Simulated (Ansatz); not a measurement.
The first iterations of a band of H₄OSi (6 atoms, charge 0, multiplicity 1).

Method: Ansatz 0.2.0, RKS PBE/def2-TZVP.

```json
{
 "movable images": "5",
 "climbing image": "yes",
 "spring": "5.0 eV/Å²",
 "optimiser": "quadratic models (default)",
 "start path": "through a guess of the saddle point",
 "force threshold": "0.05 eV/Å",
 "iteration limit": "60",
 "end points": "relaxed"
}
```

Image 0:

```xyz
6
Properties=species:S:1:pos:R:3
Si 0.185 -0.026 0.110
H 0.091 0.042 1.604
H 1.607 0.097 -0.315
O -0.607 1.244 -0.623
H -1.558 1.315 -0.453
H -0.364 -1.352 -0.324
```

Image 6:

```xyz
6
Properties=species:S:1:pos:R:3
Si 0.128 -0.120 -1.001
H 0.915 -0.143 1.369
H 1.450 0.170 0.920
O -0.827 1.255 -0.896
H -1.614 1.213 -0.328
H -0.698 -1.055 -0.065
```

| iteration | highest image above the first end (eV) | largest band force component (eV/Å) |
| --- | --- | --- |
| 1 | 4.017 | 5.609 |
| 2 | 2.962 | 3.091 |
| 3 | 2.742 | 2.825 |
| 4 | 2.489 | 3.091 |

Task: Does the band converge within its limit, and where does its top end?

Result: The forces met the threshold. It ended after 14 iterations with the highest image 2.503 eV above the first end. Neighbouring images differ by up to 1.3 eV, so the band resolves the path poorly. A vibrational analysis at the climbing image gives one clearly imaginary mode, 1106i cm⁻¹: a first-order saddle point. The orbitals stay closed-shell, which can raise the energy where a bond breaks towards radicals; this wasn't checked here.

Time of the run: 32 s on 2 threads of Intel(R) Xeon(R) 6975P-C (Granite Rapids), on a shared host, peak memory 0.14 GiB.
